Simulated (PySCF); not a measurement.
C2H2F3P.
InChI=1S/C2H2F3P/c3-1(4)2(5)6/h6H2

Torsions of this conformer, `[F:1][C:2]([F:3])=[C:4]([F:5])[PH2:6]`: H–P6–C4–C2 60°, H–P6–C4–C2 -35°.

The closed-shell ground state was solved at several levels (PySCF, density fitting, gas phase, non-relativistic). One conformer (not necessarily the lowest) at the PBE0-D3(BJ)/def2-SVP geometry, without solvent, vibrations or thermal averaging.

```json
{"level": "PBE0/pcSseg-1", "basis functions": "119", "total energy (Eh)": "-717.6866", "HOMO (eV)": "-7.49", "LUMO (eV)": "-0.46", "gap (eV)": "7.03", "dipole (D)": "1.65"}
{"level": "B3LYP/pcSseg-2", "basis functions": "251", "total energy (Eh)": "-718.4375", "HOMO (eV)": "-7.31", "LUMO (eV)": "-0.81", "gap (eV)": "6.50", "dipole (D)": "1.49"}
```

Question: What might CAM-B3LYP/def2-SVPD (149 basis functions) give for the same quantities?

Answer: Total energy -717.7697 Eh, HOMO -8.98 eV, LUMO 0.53 eV, gap 9.51 eV, dipole 1.55 D.

Question: Over all these levels, which gives the widest orbital gap and which the narrowest?

Answer: CAM-B3LYP/def2-SVPD (range-separated hybrid) has the widest, 9.51 eV, and B3LYP/pcSseg-2 (global hybrid, 20 % exact exchange) the narrowest, 6.50 eV. Functional and basis both differ between the two, so the spread mixes both effects.

Question: How far do the dipole and the HOMO energy spread over the levels?

Answer: The dipole runs from 1.49 to 1.65 D (mean 1.56 D) and the HOMO from -8.98 to -7.31 eV.
